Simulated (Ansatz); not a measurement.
Input file:

```yaml
crystal:
  periodic: [false, false, false]
  atoms:
    - {symbol: As, position_ang: [0.000000, -0.033192, -0.005151]}
    - {symbol: H, position_ang: [0.000000, 1.039413, -1.091046]}
    - {symbol: H, position_ang: [0.000000, 1.427790, 1.473960]}
basis:
  gaussian: {orbitals: cc-pVDZ}
magnetization: {spin_polarized: true, initial_magnetization: 1}
correlation: {method: ccsdt_q, electrons: outside_noble_gas}
```

```sh
$ ansatz run in.yaml --threads 1 --pin off --events-out ev --progress --plain --max-ram 2393MiB
```

Output:

```
703 factors; integrals over basis functions are off by at most 1.3e-7 eV
mean field evaluation 1: about -60824.0457 eV, gradient 5.4e0 eV
mean field evaluation 2: about -60824.0564 eV, gradient 5.4e0 eV
mean field evaluation 4: about -60824.4135 eV, gradient 6.0e-1 eV
mean field evaluation 8: about -60824.3962 eV, gradient 3.1e-1 eV
mean field evaluation 16: about -60824.5563 eV, gradient 7.5e-4 eV
mean field evaluation 32: about -60824.3660 eV, gradient 1.3e-1 eV
mean field evaluation 64: about -60824.3938 eV, gradient 3.9e-1 eV
mean field evaluation 96: about -60824.3951 eV, gradient 4.0e-1 eV
mean field evaluation 128: about -60824.3950 eV, gradient 4.0e-1 eV
mean field evaluation 160: about -60824.3629 eV, gradient 1.4e-1 eV
...
mean field -60824.55634733 eV, -2235.2612173994 hartree, gradient 5.3e-6 eV, S^2 1.078586; 5 other end points of the search recorded, 0 dependent functions left out
determinant -60824.55634733 eV, -2235.2612173994 hartree, with singles and doubles -60828.00562808 eV, -2235.3879761288 hartree
determinant -60822.05986444 eV, -2235.1694733454 hartree, with singles and doubles -60825.21266246 eV, -2235.2853365356 hartree
determinant -60821.80543537 eV, -2235.1601232495 hartree, with singles and doubles -60824.44193266 eV, -2235.2570127377 hartree
determinant -60821.33907631 eV, -2235.1429848700 hartree, with singles and doubles -60824.67020390 eV, -2235.2654015511 hartree
14 core orbitals not correlated: weight in the atoms' cores, before any rotation towards them, 1.000 or more for the frozen orbitals, at most 0.000 for the correlated occupied ones
reference -60824.55634733 eV, -2235.2612173994 hartree; 4, 3 occupied and 19, 20 virtual orbitals, 703 factors
second order -2.48410869 eV of doubles, -0.00000000 eV of singles
...
cycle  11  -3.58644824 eV  change   -2.5e-4 eV  update   1.6e-4
cycle  12  -3.58637237 eV  change    7.6e-5 eV  update   6.4e-5
cycle  13  -3.58632060 eV  change    5.2e-5 eV  update   3.0e-5
cycle  14  -3.58632340 eV  change   -2.8e-6 eV  update   1.6e-5
cycle  15  -3.58632575 eV  change   -2.3e-6 eV  update   7.4e-6
cycle  16  -3.58632602 eV  change   -2.7e-7 eV  update   2.8e-6
cycle  17  -3.58632422 eV  change    1.8e-6 eV  update   1.3e-6
cycle  18  -3.58632515 eV  change   -9.3e-7 eV  update   6.3e-7
cycle  19  -3.58632596 eV  change   -8.1e-7 eV  update   2.8e-7
cycle  20  -3.58632629 eV  change   -3.3e-7 eV  update   1.2e-7
perturbative correction -0.00424653 eV, -0.0001560569 hartree
Total energy: -60828.14692015 eV, -2235.3931685165 hartree
```

The determinant's ⟨S²⟩ is 1.08 against 0.75 for a pure state. The T1 diagnostic is 0.073.

Ran on 1 thread of Arm Neoverse V2, shared host: 6.5 s wall, 0.15 GiB peak host memory.
